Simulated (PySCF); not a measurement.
**Nitrogen: a sound run and one with changed settings**

Sound run: N [He] 2s2 2p3, N⁺ [He] 2s2 2p2. All numbers are calculated (PySCF 2.14, the spin-free X2C one-electron Hamiltonian (Gaussian nucleus), in x2c-TZVPall). In the sound run the correlated levels freeze 1s2. The sound run starts from symmetry-adapted Hartree-Fock orbitals and uses a fine grid where one is needed.

A second run was set up differently.

| species | method | sound run (hartree) | changed run (hartree) | converged |
| --- | --- | --- | --- | --- |
| N | MP2 | -54.52692 | -54.45504 | yes |
| N | CCSD(T) | -54.54525 | -54.46003 | yes |
| N⁺ | MP2 | -53.99196 | -53.92889 | yes |
| N⁺ | CCSD(T) | -54.01473 | -53.93069 | yes |

Ionisation energy of N:

```json
{"method": "UHF", "sound run (eV)": "13.891", "changed run (eV)": "13.891"}
{"method": "MP2", "sound run (eV)": "14.557", "changed run (eV)": "14.317"}
{"method": "SCS-MP2", "sound run (eV)": "14.304", "changed run (eV)": "14.033"}
{"method": "CCSD", "sound run (eV)": "14.417", "changed run (eV)": "14.400"}
{"method": "CCSD(T)", "sound run (eV)": "14.436", "changed run (eV)": "14.404"}
```

Question: What was changed?
A. a valence shell is frozen
B. minimal basis
C. basis contracted for another Hamiltonian
D. level shift left on

Answer: A. Freezing a valence shell removes pair correlation that changes on ionisation.
